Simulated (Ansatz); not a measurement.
Isomers

Structures of CH5BN (charge +1), singlet, relaxed at PBE0-D4/def2-TZVP (vibrations not checked; lower isomers may exist, and structures with a doubtful reference or unclear bonds are left out). Computed with Ansatz 0.2.0 (basis: def2-TZVPP); correlated methods freeze the cores. B3LYP uses VWN-RPA correlation.

(1) Rank them by CCSD(T) energy, lowest first, and give each one's height above the lowest. Links in brackets join atoms within 1.22 times the sum of their covalent radii (1.1 for two metals). (To be estimated.)
A.
CH₅BN ([BH][NH][CH3]), total charge +1
```
8
angstrom
B -0.7941 0.9160 -0.3756
N 0.1937 0.6327 0.4334
C 0.9389 -0.6540 0.4847
H 1.9874 -0.4505 0.2736
H -1.6787 1.1565 -1.1070
H 0.5087 1.3338 1.1037
H 0.5391 -1.3395 -0.2595
H 0.8194 -1.0788 1.4799
```
B.
CH₅BN ([BH2][NH][CH2]), total charge +1
```
8
angstrom
B 0.7760 -0.9096 0.4914
N 0.1650 0.4298 0.1980
C -0.8343 0.5922 -0.5863
H -1.2706 -0.2786 -1.0700
H -1.2430 1.5837 -0.7685
H 0.5521 1.2649 0.6366
H 0.2671 -1.8268 -0.0574
H 1.6950 -0.9234 1.2327
```
C.
CH₅BN ([NH][C]12[H][BH2]1[H]2), total charge +1
```
8
angstrom
B -0.7370 0.8995 -0.5573
C 0.2176 -0.0350 0.3725
N 0.9737 -0.8116 0.8818
H -1.1522 0.2528 -1.4568
H -0.8676 2.0249 -0.2145
H -0.9423 0.2340 0.6545
H 0.6432 0.7658 -0.4452
H 0.7714 -1.4675 1.6335
```

(2) Do PBE-D4, r2SCAN-D4, PBE0-D4, B3LYP-D4, wB97M-V, HF, MP2 give the same order? (Judge from chemistry; the calculation decides.)

No T1 diagnostic of these runs exceeds 0.020.

For scale, one of the runs: CCSD(T)/def2-TZVPP, 163 basis functions, launched by `ansatz run in.yaml --threads 2 --pin off --events-out ev --progress --plain --max-ram 4352MiB`. Hardware: 2 CPU threads of an Arm Neoverse V1, shared host. Wall time 23 s; peak host memory 1.3 GiB.

## Answers

(1) By the calculation: B (0.000 eV), A (0.138 eV), C (3.448 eV). Heights count from the lowest.

(2) Computed: Lowest first: PBE-D4 A < B < C. The others agree with CCSD(T).
